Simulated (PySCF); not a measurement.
Calculation: PBE-D3(BJ)/def2-TZVP // PBE-D3(BJ)/def2-SVP (PySCF). All species are isolated molecules in the gas phase. Delta-SCF ions had no search for a lower state. 

Reference species (SMILES): `O` (neutral, multiplicity 1).

| Quantity | Value |
|---|---|
| dipole moment | 2.07 D |
| vertical ionisation energy (Delta-SCF) | 12.65 eV |
| HOMO–LUMO gap | 6.83 eV |

Changed species: `COC` (free base O(CH3)2; the reference has free base H2O).

Question: Predict the effect on the dipole moment, vertical ionisation energy (Delta-SCF) and HOMO–LUMO gap.

Answer: the dipole moment falls by 0.97 D, to 1.10 D; the vertical ionisation energy (Delta-SCF) decreases by 2.93 eV, to 9.72 eV; the HOMO–LUMO gap drops by 0.45 eV, to 6.38 eV.
